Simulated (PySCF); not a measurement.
BH5SSi.
Bonds: B1–S2, S2–Si3. Hydrogens: H4, H5 on B1; H6, H7, H8 on Si3.

The calculation used PBE0-D3(BJ)/def2-SVP geometry optimisation, gas phase (PySCF 2.14.0).

Problem. Give the optimised bond lengths and angles.

Solution. 
| bond | length (pm) |
| --- | --- |
| B1–S2 | 178.0 |
| S2–Si3 | 217.2 |
| B1–H4, B1–H5 | 120.6 |
| Si3–H6, Si3–H7, Si3–H8 | 149.0 |

Bonds in one row agree within 1 pm and their mean is given. A selection of angles:
| angle | degrees |
| --- | --- |
| S2–B1–H4 | 121.5 |
| S2–B1–H5 | 116.5 |
| H4–B1–H5 | 122.0 |
| B1–S2–Si3 | 99.8 |
| S2–Si3–H6 | 109.9 |
| S2–Si3–H8 | 107.0 |
| H6–Si3–H7 | 109.9 |

Si3 (SiH3 silicon) is tetrahedral (angles from 107.0° to 110.1°). B1 (three-coordinate boron) is planar (angles 122.0°, 121.5° and 116.5°, sum 360.0°, 0.00 Å off the plane of its three neighbours).

Not checked by PBE0-D3(BJ)/def2-SVP frequencies. One conformer, not necessarily the lowest (H–B1–S2–Si3 0° and 180°).
